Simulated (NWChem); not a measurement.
Molecule: nitrogen trifluoride (NF3); SMILES FN(F)F

Results from NWChem. Pople sets run with spherical d functions. Each level has its own optimisation. Entropies are gas-phase, rigid-rotor, harmonic values for NWChem's default masses at 298.15 K and 1 bar, so the errors hold that model's part too (torsions, anharmonicity).

Measured entropy at 1 bar: 62.3 cal/(mol K) (CRC Handbook, as tabulated in the package chemicals).

```
level                                 entropy at 1 bar (cal/(mol K))  computed − measured
------------------------------------  ------------------------------  -------------------
Hartree-Fock/STO-3G                                              ___                  ___
Hartree-Fock/3-21G                                              62.3                  0.0
Hartree-Fock/6-31G*                                             61.3                 -1.0
B3LYP/6-31G*                                                    62.3                  0.0
LDA (Slater exchange, VWN5)/def2-SVP                            62.1                 -0.2
PBE/def2-SVP                                                    62.6                 +0.3
BLYP/def2-SVP                                                    ___                  ___
PBE0/def2-SVP                                                   61.9                 -0.4
```

Task: Some entries are withheld; supply them.

Result: 
- Hartree-Fock/STO-3G, entropy at 1 bar (cal/(mol K)): 62.0
- Hartree-Fock/STO-3G, computed − measured: -0.3
- BLYP/def2-SVP, entropy at 1 bar (cal/(mol K)): 62.9
- BLYP/def2-SVP, computed − measured: +0.6
